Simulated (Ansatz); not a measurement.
Results of PBEsol (plane waves, PAW; Ansatz, a quantum-chemistry and plane-wave program) for BaAg2GeS4 (I-42m, No. 121).

Run with plane-wave cutoff 520 eV, 8×8×8 k mesh, Fermi–Dirac smearing 0.01 eV, no spin polarisation, scalar-relativistic PAW data made under PBE.

Cell (measured lattice):

```cif
data_Ag2BaGeS4
_chemical_formula_sum 'Ge1 Ag2 S4 Ba1'
_space_group_name_H-M_alt 'P 1'
_space_group_IT_number 1
_cell_length_a 6.27526
_cell_length_b 6.27526
_cell_length_c 6.27526
_cell_angle_alpha 114.082
_cell_angle_beta 114.082
_cell_angle_gamma 100.598
loop_
_space_group_symop_operation_xyz
  'x, y, z'
loop_
_atom_site_label
_atom_site_type_symbol
_atom_site_fract_x
_atom_site_fract_y
_atom_site_fract_z
_atom_site_occupancy
Ge1 Ge 0.50000 0.50000 0.00000 1
Ag1 Ag 0.75000 0.25000 0.50000 1
Ag2 Ag 0.25000 0.75000 0.50000 1
S1 S 0.53230 0.53230 0.37660 1
S2 S 0.46770 0.84430 0.00000 1
S3 S 0.15570 0.15570 0.62340 1
S4 S 0.84430 0.46770 0.00000 1
Ba1 Ba 0.00000 0.00000 0.00000 1
```

Question: Estimate the band gap, smallest direct gap on the k points sampled and Γ–Γ gap that the calculation returns.

Answer: 
* **band gap**: 0.47 eV
* **smallest direct gap on the k points sampled**: 1.13 eV
* **Γ–Γ gap**: 1.55 eV

Note: cell and atoms aren't relaxed at this level (pressure -1.1 GPa).

Spin–orbit coupling is not included.

Static lattice: no zero-point or thermal effects.

The result took about 70 core-seconds (a rough figure).
